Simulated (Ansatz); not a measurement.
**Relaxing Hf3Co**

All numbers below come from DFT PBE, scalar-relativistic, plane waves, PAW in Ansatz 0.2.0.

Hf3Co was placed on the Cu3Au (L1_2) structure type (Pm-3m, No. 221), with Co in place of Au, Hf in place of Cu, at a guessed volume.

The final relaxation ran on this input, with the default PAW datasets:

```yaml
crystal:
  lattice:
    - [4.2455474071, 0.0, 0.0]
    - [0.0, 4.2455474071, 0.0]
    - [0.0, 0.0, 4.2455474071]
  atoms:
    - { symbol: Hf, position: [0.0, 0.5, 0.5] }
    - { symbol: Hf, position: [0.5, 0.0, 0.5] }
    - { symbol: Hf, position: [0.5, 0.5, 0.0] }
    - { symbol: Co, position: [0.0, 0.0, 0.0] }
basis:
  ecutwfc: 420
kpoints:
  mp_grid: { grid: [12, 12, 12] }
hamiltonian:
  xc: pbe
scf:
  occupations: { method: gaussian, width: 0.1 }
output:
  forces: true
  stress: true
  eigenvalues: true
  write_density: true
  write_potential: true
  elf: true
  volumetric_format: npy
relax:
  adjacent_minimum: "off"
  f_tol: 0.01
  max_steps: 80
  cell: { stress_tol: 0.05 }
```

Launched as:

```bash
ansatz run input.yaml --threads 1 --pin off --max-ram 2560MiB --backend cpu --events-out ev --progress --plain --runs-dir out
```

The run took 2 min on 1 thread of Arm Neoverse V1, with other jobs on the host, peak memory 0.56 GiB.

The program printed at the end:

```
SCF converged after 6 iterations
Free energy (F): -52289.696863 eV
Harris-Foulkes:  -52289.696863 eV  (|F-HF|=2.91e-11)
Internal energy: -52289.661309 eV  (E = F + TS)
E sigma→0 (E₀):  -52289.679086 eV
Entropy (-TS):   -0.035554 eV (-8.889 meV/atom)
Fermi energy:    19.898208 eV
--- Per-component energies (eV) ---
  E_band       = -81.350421
  E_kinetic    = 1730.955939
  E_local      = -17861.603101  (includes V_loc(G=0)·N_el)
  E_nonlocal   = -3278.746911
  E_hartree    = 8279.803518
  E_xc         = -1060.698710
  E_vxc        = -1005.509589  (∫ρ·V_xc dr)
  E_paw        = -22299.668196  (= ΣΔE_a)
  E_vpaw       = 3773.945983  (= ΣTr[D̂ρ^β])
  E_aug_tail   = 0.000072  (compensation charges beyond the density's cutoff)
  E_ewald      = -17799.703919
  E_smearing   = -0.035554  (= −TS)
  E_closure    =  0.000000  (closes the sum)
  Σ components = -52289.696863   (vs F -52289.696863, Δ=0.00e0)
--- Forces (eV/Å), atoms counted from 1 ---
  atom   1  Hf     0.00000000     0.00000000     0.00000000
  atom   2  Hf     0.00000000     0.00000000     0.00000000
  atom   3  Hf     0.00000000     0.00000000     0.00000000
  atom   4  Co     0.00000000     0.00000000     0.00000000
  max |Σ_I F_I| component: 3.21e-29 eV/Å
--- Stress (GPa, compression-positive) ---
       -0.005499       0.000000       0.000000
        0.000000      -0.005499       0.000000
        0.000000       0.000000      -0.005499
  P = ⅓ Tr σ = -0.0055 GPa (-0.055 kbar)
--- Relaxed structure (3 steps of the walk, 2 accepted, 1 SCFs on fresh bases) ---
  F+E_penalty+E_count = -52289.69686348 eV   max|allowed force component| = 1.328e-29 eV/Å   (the final SCF, on the basis selected at the relaxed cell)
  cell:  # Å, volume = 76.2090 Å³
    - [4.239703, 0.000000, 0.000000]
    - [0.000000, 4.239703, 0.0]
    - [0.000000, 0.0, 4.239703]
  atoms:
    - { symbol: Hf, position: [0.000000, 0.5, 0.5] }
    - { symbol: Hf, position: [0.5, 0.000000, 0.5] }
    - { symbol: Hf, position: [0.5, 0.5, 0.000000] }
    - { symbol: Co, position: [0.000000, 0.000000, 0.000000] }
```

Absolute energies hang on the potentials; compare differences alone.

The result has space group Pm-3m (No. 221). Around Hf lie 4 Co at 3.00 Å and 8 Hf at 3.00 Å; around Co lie 12 Hf at 3.00 Å.

Against the elements it lies at 0.14 eV/atom. Formation energies are uncorrected and refer to the elements' standard structures at the same level.

The k mesh leaves about 4 meV/atom of noise in metals. Spin–orbit coupling is left out.

A structure relaxed within its symmetry needn't be a true minimum.